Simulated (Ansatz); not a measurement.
## Al2H, quartet in 6-31G: errors against full CI

Geometry: a point of a stretch scan, not a stationary point.

```tsv
atom	x (Å)	y (Å)	z (Å)
Al	0.0000	0.0000	0.1421
Al	0.0000	0.0000	-2.2183
H	0.0000	0.0000	2.0761
```

Basis 6-31G; Ansatz 0.2.0. Only valence electrons are correlated (noble-gas cores frozen), which leaves 7 electrons in 18 orbitals. R marks a restricted (for open shells ROHF) determinant, U an unrestricted one. Active spaces: valence = (7e, 9o) chosen from the atoms' valence shells; pair = (5e, 5o) about the gap.

Full CI is exact within this basis and frozen core; it isn't the basis-set limit. The frozen core follows each run's orbitals, which can shift R against U totals by a few meV.

For open shells CISD and CISDTQ are restricted-active-space CI with the open shells as a complete middle space.

```
UHF ⟨S²⟩                          : 3.764
T1 diagnostic (RCCSD)             : 0.0457
largest doubles amplitude (RCCSD) : 0.094
T1 diagnostic (UCCSD)             : 0.0357
```

| level | E − E(full CI) (mEh) | share of correlation (%) | wall time |
| --- | --- | --- | --- |
| RHF | 80.13 | 0.00 | – |
| UHF | 78.28 | 2.32 | – |
| RMP2 | 28.39 | 64.57 | – |
| UMP2 | 28.04 | 65.01 | – |
| CISD | 6.79 | 91.53 | 3.6 s |
| RCCSD | 3.80 | 95.25 | – |
| UCCSD | 3.72 | 95.36 | – |
| RCCSD(T) | 1.45 | 98.19 | 3.9 s |
| UCCSD(T) | 1.43 | 98.22 | 4.3 s |
| BCCD(T) | 1.43 | 98.21 | 6.5 s |
| RCCSDT | 0.36 | 99.55 | – |
| UCCSDT | 0.35 | 99.56 | – |
| CISDTQ | 0.13 | 99.84 | 20 s |
| RCCSDT(Q) | 0.12 | 99.85 | 12 s |
| UCCSDT(Q) | 0.11 | 99.86 | 11 s |
| RCCSDTQ | 0.02 | 99.98 | 46 s |
| UCCSDTQ | 0.01 | 99.99 | 52 s |
| CASSCF (pair space) | 57.98 | 27.64 | – |
| NEVPT2 (pair space) | 22.10 | 72.43 | 4.4 s |
| MRCISD (pair space) | 5.38 | 93.29 | – |
| MRCISD+Q (pair space) | 0.88 | 98.91 | 7.5 s |
| CASSCF (valence space) | 16.86 | 78.96 | – |
| NEVPT2 (valence space) | 5.39 | 93.27 | 8 s |
| MRCISD (valence space) | 0.49 | 99.38 | – |
| MRCISD+Q (valence space) | 0.17 | 99.79 | 12 s |
| MRCISD+Q(relaxed) (valence space) | -0.07 | 100.09 | 16 s |

The correlation energy at full CI, counted from RHF, is -2.181 eV. That run took 20 s on 1 thread of Intel Xeon, shared host over 331,072 determinants.

Times hold each run's SCF and search for its determinant on a shared host, so for small cases they say little of a method's own cost; they ran on 1 thread of Intel Xeon.

The full-CI state has the irrep A2 of C2v, in the program's axes (one component, if the state is degenerate).

Natural occupations of full CI about the gap: 1.942 1.911 1.000 0.972 0.972 0.075 0.043 0.043 0.017 0.007; effectively unpaired electrons, Σ n²(2−n)², 3.07.
